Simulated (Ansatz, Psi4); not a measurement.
# From Psi4 to Ansatz

Psi4 1.11 runs this on doublet [CF]2+:

job.inp:
```
memory 2200 mb

molecule {
  2 2
  C      0.492270    -0.160830     0.253170
  F     -0.492270     0.160830    -0.253170
  symmetry c1
}

set {
  basis aug-cc-pVTZ
  reference uks
  puream true
  e_convergence 1e-09
  d_convergence 1e-08
  scf_type pk
  dft_radial_points 99
  dft_spherical_points 590
  maxiter 100
}

e_tot, wfn = energy("wb97x", return_wfn=True)
oeprop(wfn, "MAYER_INDICES", "QUADRUPOLE", "DIPOLE")
print_variables()
```

```bash
$ psi4 -i job.inp -o job.out -n 1
```

Geometry: relaxed at PBE0-D4/def2-TZVP. That shape belongs to the parent species and isn't relaxed for this state.

It gives a total energy of -136.512143 Eh.

Task: How is this level of theory, on these atoms, set up in Ansatz 0.2.0 as an input file of the program's own?

Result: For example:

input.yaml:
```yaml
crystal:
  periodic: [false, false, false]
  atoms:
    - symbol: C
      position_ang: [0.492270, -0.160830, 0.253170]
    - symbol: F
      position_ang: [-0.492270, 0.160830, -0.253170]
basis:
  gaussian:
    orbitals: aug-cc-pVTZ
output:
  orbitals: {seedname: orbitals}
accuracy: high
total_charge: 2
magnetization:
  spin_polarized: true
  initial_magnetization: 1
hamiltonian:
  xc: {name: wB97X}
```

```bash
$ ansatz run input.yaml --threads 1 --pin off --max-ram 3480MiB --events-out events.jsonl --progress --plain --runs-dir runs
```

Its energy is -136.512142 Eh, the same as the first but for the last digit, at most.
